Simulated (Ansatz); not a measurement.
# C2H3FN2: the cost of one run

Program: Ansatz 0.2.0, driven from Python. Level of theory: B3LYP+D4/def2-SVP. These are calculated values, not measurements.

### 1 The structure

Bond lengths: N1–C2 1.417 Å, C2–F3 1.346 Å, C2–C4 1.394 Å, C2–N5 1.513 Å, C4–N5 1.209 Å, N1–H6 1.097 Å, N1–H7 1.000 Å, C4–H8 1.100 Å. Angles: N1–C2–F3 116.3°, N1–C2–C4 124.7°, N1–C2–N5 113.8°, F3–C2–C4 117.5°, F3–C2–N5 116.1°, C4–C2–N5 49.0°, C2–N1–H6 103.9°, C2–N1–H7 110.0°, H6–N1–H7 102.7°, C2–C4–N5 70.6°, C2–C4–H8 136.8°, N5–C4–H8 151.9°, C2–N5–C4 60.4°.

The script holds or builds the structure itself.

### 2 The code

Input file run_opt.py:

```python
'''Geometry optimisation of C2H3FN2.'''

import logging
import sys
import warnings

import ansatz as az
from ase import Atoms
import numpy as np
import pandas as pd

logging.basicConfig(stream=sys.stdout, format='%(name)s: %(message)s')
log = logging.getLogger('ansatz_job')
log.setLevel(logging.INFO)


def main() -> None:
    warnings.simplefilter('ignore', az.DeckWarning)

    atoms = Atoms(['N', 'C', 'F', 'C', 'N', 'H', 'H', 'H'], positions=[
        (-0.5299, -0.1859, 1.0959),
        (0.3484, -0.177, -0.0154),
        (1.6113, -0.5804, 0.2187),
        (-0.0548, -0.0652, -1.3453),
        (0.1914, 1.0347, -0.907),
        (-1.0029, 0.803, 1.0669),
        (-0.0053, -0.1539, 1.9471),
        (-0.466, -0.7322, -2.1168),
    ])
    system = az.Crystal.molecule_from_ase(atoms)

    calculation = (
        system.calculation()
        .basis(gaussian='def2-SVP')
        .functional('B3LYP', dispersion='d4')
    )
    symbols = [site.symbol for site in system.cartesian_sites]
    start = np.array([site.position_ang for site in system.cartesian_sites], dtype=float)
    data = calculation.relax(force_tolerance=0.005, max_steps=100).run().report
    end = np.array(data['positions_ang'])

    log.info(f'E = {data["free_energy_ev"]:.6f} eV = {data["free_energy_ev"] / 27.211386246:.7f} Ha')
    print('converged:', data['converged'], ' doubts:', data['published_state_doubts'] or 'none')

    log.info('bond        before    after (A)')
    for i, j in [(0, 1), (0, 5), (0, 6), (1, 2), (1, 3), (1, 4), (3, 4), (3, 7)]:
        d0, d1 = (np.linalg.norm(xyz[i] - xyz[j]) for xyz in (start, end))
        print(f'{symbols[i]}{i}-{symbols[j]}{j}'.ljust(10), f'{d0:8.4f} {d1:8.4f}')

    charges = data['charge_distribution']
    table = pd.DataFrame({'atom': symbols, 'mulliken': charges['mulliken_charges_e'], 'lowdin': charges['lowdin_charges_e']})
    print(table.round(3).to_string())
    print('dipole (e A):', np.round(charges['dipole_moment_e_ang'], 4) + 0.0)


if __name__ == '__main__':
    main()
```

### 3 The input behind the calls

The package turns the script's settings into the engine's input:

```yaml
crystal:
  periodic: [false, false, false]
  atoms:
    - { symbol: "N", position_ang: [-0.5299, -0.1859, 1.0959] }
    - { symbol: C, position_ang: [0.3484, -0.177, -0.0154] }
    - { symbol: F, position_ang: [1.6113, -0.5804, 0.2187] }
    - { symbol: C, position_ang: [-0.0548, -0.0652, -1.3453] }
    - { symbol: "N", position_ang: [0.1914, 1.0347, -0.907] }
    - { symbol: H, position_ang: [-1.0029, 0.803, 1.0669] }
    - { symbol: H, position_ang: [-0.0053, -0.1539, 1.9471] }
    - { symbol: H, position_ang: [-0.466, -0.7322, -2.1168] }
basis:
  gaussian:
    orbitals: def2-SVP
hamiltonian:
  xc: b3lyp
  dispersion: d4
relax:
  f_tol: 0.005
  max_steps: 100
```

### 4 The run

Started as:

```sh
$ python run_opt.py
```

Q: Estimate wall time and peak memory on 1 thread of Arm Neoverse V2, shared host.

About 58 s, with a peak of 0.28 GiB.
